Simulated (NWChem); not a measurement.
# SVWN5/def2-SVPD run of C3H4 (propyne)

What is the vertical singlet–triplet gap of C3H4 (propyne) at SVWN5/def2-SVPD? 

The calculation is run with NWChem 7.3.0.

## Step 1: The structure to begin with

C3H4: 7 atoms, total charge 0, spin state singlet. SMILES: `C#CC`. Geometry: relaxed at PBE0-D4/def2-TZVP.

Bond lengths: C1–C2 1.200 Å, C2–C3 1.449 Å, C1–H4 1.064 Å, C3–H5 1.093 Å, C3–H6 1.093 Å, C3–H7 1.093 Å. Angles: C1–C2–C3 180.0°, C2–C1–H4 180.0°, C2–C3–H5 110.9°, C2–C3–H6 110.9°, C2–C3–H7 110.9°, H5–C3–H6 108.0°, H5–C3–H7 108.0°, H6–C3–H7 108.0°.

## Step 2: Energy and gradient at SVWN5/def2-SVPD

c3h4.nw

```
start c3h4
title "C3H4 SVWN5"
memory 2200 mb
charge 0

geometry units angstrom noautosym nocenter noautoz
C       -1.347190      -0.669570      -0.791960
C       -0.396330      -0.196990      -0.233110
C        0.752130       0.373790       0.442180
H       -2.190260      -1.088470      -1.287720
H        1.261230       1.096880      -0.199350
H        0.449670       0.887820       1.357540
H        1.470770      -0.403460       0.712420
end

basis spherical bse
* library def2-SVPD
end

dft
xc slater vwn_5
grid fine
convergence energy 1e-08
iterations 100
mulliken
print low
end

task dft gradient
```

On the command line:

```console
nwchem c3h4.nw > c3h4.out
```

The program printed (excerpt; [...] marks lines left out):

```text
[...]
 d= 0,ls=0.0,diis     1   -115.4305437439 -1.74D+02  3.95D-02  4.95D-01     1.0
[...]
 d= 0,ls=0.0,diis    11   -115.4661604874 -1.94D-10  1.46D-07  1.01D-10     7.8
         Total DFT energy =     -115.466160487351
      One electron energy =     -271.788939362282
           Coulomb energy =      113.894188318115
    Exchange-Corr. energy =      -16.516757494380
 Nuclear repulsion energy =       58.945348051195
[...]
      Total Density - Mulliken Population Analysis
     ---------------------------------------------
    Atom       Charge   Shell Charges
 -----------   ------   -------------------------------------------------------
    1 C    6     6.98   1.98  0.92  1.83  0.07  2.09  0.10  0.02 -0.02
    2 C    6     5.09   1.98  0.94 -0.01 -0.17  2.08  0.06  0.03  0.19
    3 C    6     5.72   1.98  0.92 -0.55  0.09  2.22  0.91  0.03  0.12
    4 H    1     1.12   0.73  0.35  0.03  0.02
    5 H    1     1.03   0.72  0.23  0.02  0.06
    6 H    1     1.03   0.72  0.23  0.02  0.06
    7 H    1     1.03   0.72  0.23  0.02  0.06
[...]
                         DFT ENERGY GRADIENTS
    atom               coordinates                        gradient
                 x          y          z           x          y          z
   1 C      -2.545820  -1.265304  -1.496587    0.019041   0.009461   0.011201
   2 C      -0.748955  -0.372257  -0.440514   -0.033960  -0.016877  -0.019975
   3 C       1.421320   0.706361   0.835599    0.014045   0.006979   0.008265
   4 H      -4.138991  -2.056910  -2.433438    0.011493   0.005713   0.006754
   5 H       2.383379   2.072803  -0.376717   -0.005557  -0.007486   0.006189
   6 H       0.849753   1.677737   2.565379    0.002602  -0.005386  -0.009460
   7 H       2.779352  -0.762429   1.346279   -0.007665   0.007596  -0.002975
 Task  times  cpu:        9.9s     wall:        9.9s
 Total times  cpu:        9.9s     wall:        9.9s
```

Wall time 11 s (1 thread of Intel Xeon at 2.60GHz (Ice Lake), shared host); peak memory 0.12 GiB.

## Step 3: The triplet: the energy at USVWN5/def2-SVPD

run.py

```python
from ase import Atoms
from ase.calculators.nwchem import NWChem

molecule = Atoms(['C', 'C', 'C', 'H', 'H', 'H', 'H'], positions=[
    [-1.347190, -0.669570, -0.791960],
    [-0.396330, -0.196990, -0.233110],
    [0.752130, 0.373790, 0.442180],
    [-2.190260, -1.088470, -1.287720],
    [1.261230, 1.096880, -0.199350],
    [0.449670, 0.887820, 1.357540],
    [1.470770, -0.403460, 0.712420],
])

calc = NWChem(
    label='nw',
    theory='dft',
    memory='2200 mb',
    basis='def2-SVPD',
    basispar='spherical bse',
    dft={'xc': 'slater vwn_5', 'mult': '3', 'grid': 'fine', 'convergence': 'energy 1e-08', 'iterations': '100', 'mulliken': None},
    task='energy',
)
molecule.calc = calc

e = molecule.get_potential_energy()
print(f"E = {e:.6f} eV")
```

On the command line:

```console
export ASE_NWCHEM_COMMAND="nwchem PREFIX.nwi > PREFIX.nwo"
python run.py
```

The program printed:

```text
E = -3135.970405 eV
```

The calculator wrote nw.nwi:

```
title "nw"

permanent_dir nw

scratch_dir nw

start nw

geometry units angstrom nocenter noautosym noautoz
  C  -1.3471900000000001e+00 -6.6957000000000000e-01 -7.9196000000000000e-01
  C  -3.9633000000000002e-01 -1.9699000000000000e-01 -2.3311000000000001e-01
  C  7.5212999999999997e-01 3.7379000000000001e-01 4.4218000000000002e-01
  H  -2.1902599999999999e+00 -1.0884700000000000e+00 -1.2877200000000000e+00
  H  1.2612300000000001e+00 1.0968800000000001e+00 -1.9935000000000000e-01
  H  4.4967000000000001e-01 8.8782000000000005e-01 1.3575400000000000e+00
  H  1.4707699999999999e+00 -4.0345999999999999e-01 7.1242000000000005e-01
end

memory 2200 mb

basis spherical bse noprint
   * library def2-SVPD
end

dft
  xc slater vwn_5
  mult 3
  grid fine
  convergence energy 1e-08
  iterations 100
  mulliken
end

task dft energy
```

nw.nwo (excerpt; [...] marks lines left out):

```text
[...]
          Wavefunction type:  spin polarized.
          No. of atoms     :     7
          No. of electrons :    22
[...]
          Charge           :     0
          Spin multiplicity:     3
[...]
          AO basis - number of functions:    92
[...]
              XC Information
              --------------
                        Slater Exchange Functional  1.000 local
                      VWN V Correlation Functional  1.000 local
[...]
 d= 0,ls=0.0,diis     1   -115.2099682483 -1.74D+02  2.35D-02  1.19D-01     1.3
[...]
 d= 0,ls=0.0,diis    10   -115.2447876696 -9.39D-09  2.23D-06  1.02D-08    10.0
[...]
         Total DFT energy =     -115.244787669619
      One electron energy =     -271.258842194908
           Coulomb energy =      113.601590085624
    Exchange-Corr. energy =      -16.532883611530
 Nuclear repulsion energy =       58.945348051195
[...]
      Total Density - Mulliken Population Analysis
     ---------------------------------------------
    Atom       Charge   Shell Charges
 -----------   ------   -------------------------------------------------------
    1 C    6     6.97   1.98  0.93  1.83  0.09  2.06  0.06  0.03 -0.00
    2 C    6     5.11   1.98  0.93  0.05 -0.17  2.08  0.06  0.04  0.13
    3 C    6     5.58   1.98  0.93 -0.56  0.09  2.20  0.89  0.03  0.02
    4 H    1     1.18   0.71  0.35  0.03  0.09
    5 H    1     1.04   0.72  0.24  0.02  0.07
    6 H    1     1.07   0.71  0.25  0.02  0.08
    7 H    1     1.05   0.71  0.25  0.02  0.07
[...]
      <S2> =      2.0030 (Exact =     2.0000)
[...]
```

Run time: 11 s. Hardware: 1 thread of Intel Xeon at 2.60GHz (Ice Lake), shared host; peak memory 0.11 GiB.

## Step 4: Results

At SVWN5/def2-SVPD:

| quantity | value |
| --- | --- |
| singlet: total energy | -115.46616 Eh |
| singlet: largest force on an atom | 2.204 eV/Å |
| triplet: total energy | -115.24479 Eh |
| triplet: dipole moment | 0.94 D |
| triplet: HOMO energy (highest over α and β) | -1.04 eV |
| triplet: ⟨S²⟩ | 2.003 |
| vertical energy of the triplet above the singlet | 6.024 eV |

**Reading.** At this shape the triplet lies 6.02 eV (581 kJ/mol) above the singlet. The largest force (singlet) is 2.20 eV/Å: the shape isn't a stationary point for this species at this level.
